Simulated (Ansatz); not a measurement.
This Ansatz (an electronic-structure program) input (PBE/aug-cc-pVQZ) gives -113.47593 Eh with 206 basis functions. A basis named .json is the Basis Set Exchange file of that set (core-valence sets with the plain set on hydrogen).

Ansatz 0.2 input:
```yaml
crystal:
  periodic: [false, false, false]
  atoms:
    - {symbol: C, position_ang: [-0.00000000, -0.00000000, -0.51434199]}
    - {symbol: O, position_ang: [0.00000000, 0.00000000, 0.58709802]}
    - {symbol: H, position_ang: [-0.00000000, -0.00000000, -1.61073223]}
basis:
  gaussian:
    orbitals: aug-cc-pVQZ
    final_grid: {core_spheres: 26, valence_spheres: 22, degree: 59}
hamiltonian:
  xc: {name: PBE}
total_charge: 1
magnetization: {spin_polarized: false}
```

Change:
```diff
- final_grid: {core_spheres: 26, valence_spheres: 22, degree: 59}
+ fitting: {mean_field: def2-universal-JFIT.json}
```

What does the run give now?

-113.47598 Eh (PBE/aug-cc-pVQZ, 206 functions), a change of -0.05 mEh.
